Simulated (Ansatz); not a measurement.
# CH6NS: the cost of one run

Program: Ansatz 0.2.0. Level of theory: RKS B3LYP/def2-SVP. These are calculated values, not measurements.

**1. The structure to begin with**

Bond lengths: N1–C2 1.311 Å, N1–H4 1.011 Å, N1–H5 1.011 Å, C2–H6 1.083 Å, C2–H7 1.082 Å, S3–H8 1.339 Å, S3–H9 1.338 Å. Angles: N1–C2–H6 117.1°, N1–C2–H7 117.4°, H6–C2–H7 116.6°, C2–N1–H4 121.5°, C2–N1–H5 121.1°, H4–N1–H5 116.2°, H8–S3–H9 93.1°.

Structure file:

```xyz
9

N    -0.6746    0.6990   -1.0830
C     0.3610    0.4580   -0.3156
S    -0.2019   -0.8268    1.4696
H    -0.9656    0.0463   -1.7985
H    -1.3279    1.4387   -0.8618
H     0.7115    1.2707    0.3080
H     1.1125   -0.2236   -0.6918
H    -0.0187   -2.0356    0.9239
H     1.0036   -0.8266    2.0492
```

**2. End point A**

Contents of input.yaml:

```yaml
crystal:
  periodic: [false, false, false]
  atoms:
    - { symbol: "N", position_ang: [-0.6746, 0.69897, -1.083] }
    - { symbol: C, position_ang: [0.36098, 0.458, -0.31558] }
    - { symbol: S, position_ang: [-0.20189, -0.82679, 1.4696] }
    - { symbol: H, position_ang: [-0.96558, 0.04628, -1.79846] }
    - { symbol: H, position_ang: [-1.32786, 1.4387, -0.86182] }
    - { symbol: H, position_ang: [0.71154, 1.27065, 0.30795] }
    - { symbol: H, position_ang: [1.11255, -0.22357, -0.69176] }
    - { symbol: H, position_ang: [-0.01871, -2.03562, 0.92391] }
    - { symbol: H, position_ang: [1.00358, -0.82662, 2.04916] }
total_charge: 1
basis:
  gaussian: { orbitals: def2-SVP }
hamiltonian:
  xc: b3lyp
relax:
  f_tol: 0.015
  max_steps: 40
```

Started as:

```bash
> ansatz run input.yaml --threads 1 --pin off --max-ram 2048MiB --backend cpu --events-out ev --progress --plain --runs-dir out
```

**Question.** How long does this run take on 1 thread of Arm Neoverse N1, shared host, and how much memory does it need?

About 1.8 min, with a peak of 0.16 GiB.
